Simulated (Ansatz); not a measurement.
Rock-salt MgO, relaxed in Ansatz (plane waves) with several semilocal functionals. Each gives its own volume and its own zone-centre TO phonon frequency:

| level | V0 (Å³/atom) | TO(Γ) frequency (cm⁻¹) | ln V0 | ln ω_TO |
|---|---|---|---|---|
| LDA | 8.997 | 408.0 | 2.1969 | 6.0113 |
| r²SCAN | 9.290 | 398.3 | 2.2289 | 5.9872 |
| PBE | 9.623 | 364.5 | 2.2642 | 5.8985 |

Question: Fit a straight line to ln ω_TO against ln V0. What does it predict for PBEsol, whose volume is 9.357 Å³/atom?

Answer: With x = ln V0 and y = ln ω_TO: means 2.23000 and 5.96567; Σ(Δx Δy) = -0.003831, Σ(Δx²) = 0.002266, so the slope is -1.69. At x = 2.2361 the line gives y = 5.96567 + (-1.69) × (2.2361 − 2.23000) = 5.9554, or 385.8 cm⁻¹. The run with PBEsol gives 387.2 cm⁻¹, +0.4 % from the line. The rows used scatter about it by up to 2.0 %, while the largest value lies 12 % above the smallest.

Measured: 396 cm⁻¹ (measured, temperature not stated, not corrected to a static lattice; as tabulated in He et al. (2014), arXiv:1309.4805).

Ansatz's density-functional and Hartree–Fock values are scalar-relativistic unless marked +SOC, with PAW data made under PBE.

Ansatz is an electronic-structure program.
